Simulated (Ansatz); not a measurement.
A made-up structure of CH5OSi (charge -1), singlet:

C1  (0.452, -0.471, 0.612)
O2  (0.843, 0.240, -0.784)
Si3  (-0.430, 0.873, -1.314)
H4  (-1.382, -0.178, -1.395)
H5  (-0.892, 1.736, -0.286)
H6  (0.106, 0.187, 1.367)
H7  (1.319, -0.927, 1.017)
H8  (-0.261, -1.251, 0.533)
(Å)

It is relaxed with PBE-D4/def2-SVPD and then PBE0-D4/def2-TZVPD (Ansatz 0.2.0). Atoms count as bonded within 1.22 times the sum of their covalent radii (H–H: 0.88 Å). The end point is not checked to be a true minimum.

(1) Does its bonding change? (A judgement: the text doesn't fix the answer.)

Answers

(1) Computed: No: no bond forms or breaks.

Where it ends: The first stage lowers the energy by 2.38 eV in 7 steps. It ends as CH₅OSi ([CH3][O][SiH2]), total charge -1:
```json
{"atom": "C1", "x (Å)": "0.5209", "y (Å)": "-0.4920", "z (Å)": "0.6182"}
{"atom": "O2", "x (Å)": "0.8476", "y (Å)": "0.1195", "z (Å)": "-0.5795"}
{"atom": "Si3", "x (Å)": "-0.3824", "y (Å)": "0.9593", "z (Å)": "-1.4844"}
{"atom": "H4", "x (Å)": "-1.4999", "y (Å)": "-0.1295", "z (Å)": "-1.4005"}
{"atom": "H5", "x (Å)": "-1.0161", "y (Å)": "1.7616", "z (Å)": "-0.3027"}
{"atom": "H6", "x (Å)": "0.1265", "y (Å)": "0.2288", "z (Å)": "1.3555"}
{"atom": "H7", "x (Å)": "1.4125", "y (Å)": "-0.9729", "z (Å)": "1.0544"}
{"atom": "H8", "x (Å)": "-0.2554", "y (Å)": "-1.2660", "z (Å)": "0.4882"}
```

Labels in which every atom is bracketed show which atoms are joined, not bond orders.

For scale, one of the runs: PBE0-D4/def2-TZVPD relaxation, 165 basis functions, launched by `ansatz run in.yaml --threads 2 --pin off --events-out ev --progress --plain --max-ram 4352MiB`. Hardware: 2 CPU threads of an Intel Xeon Platinum 8259CL, shared host. Wall time about 29 s.
